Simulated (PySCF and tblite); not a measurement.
Results of a calculation; reference values are marked as such.
Barrier and rate of a rotation

System: C4H5Cl, numbered as in [CH2:1]=[CH:2][C:3](=[CH2:4])[Cl:5].

Motion: rotation about the C2–C3 bond (torsion C1–C2–C3–C4 from 180° to 395°, rising). Geometries: PBE0-D3(BJ)/def2-SVP; energies: PBE0/pcSseg-1 + D3(BJ); zero-point and thermal terms from GFN2-xTB harmonic modes (soft modes blended into free rotors). Rates follow Eyring's equation with the number of equivalent paths and no tunnelling. (PySCF 2.14 with density fitting, tblite 0.8.)

| point | symmetry | E(GFN2) kcal/mol | E(DFT) kcal/mol | ZPE change kcal/mol | lowest mode cm⁻¹ | dipole D |
| --- | --- | --- | --- | --- | --- | --- |
| start | Cs | 0.0 | 0.0 | 0.00 | 109 | 1.52 |
| saddle | C1 | 4.3 | 6.3 | -0.30 | 105i | 1.64 |
| end | C1 | 1.3 | 2.8 | -0.08 | 50 | 1.73 |

| Quantity | Value |
| --- | --- |
| Electronic barrier | 6.3 kcal/mol |
| Barrier with zero-point energy | 6.0 kcal/mol |
| ΔH‡ (298 K) | 5.6 kcal/mol |
| ΔS‡ (298 K, symmetry apart) | -2.3 cal/(mol K) |
| Paths | 2 equivalent paths |
| End point | a different minimum |
| Mean lifetime of the start against this motion at 298 K | 3.3 ns |
| Cost | 78 s on 1 thread of Arm Neoverse V2 (shared host) (rough), peak memory 0.55 GiB, launched as `OMP_NUM_THREADS=1 python ens_run.py task.json out` |

```
T/K  ΔG‡ kcal/mol     k s⁻¹  ΔG kcal/mol  k back s⁻¹
150           6.1      9060          2.7     3.6×10⁷
200           6.1   1.7×10⁶          2.7     6.8×10⁸
250           6.2   3.9×10⁷          2.6       4×10⁹
298           6.3     3×10⁸          2.6    1.3×10¹⁰
350           6.4   1.5×10⁹          2.6    3.3×10¹⁰
400           6.5   4.6×10⁹          2.6    6.4×10¹⁰
500           6.8  2.3×10¹⁰          2.6    1.7×10¹¹
```

ΔG and ΔG‡ leave out symmetry numbers and mirror images; rates count paths: 2 out, 1 back.
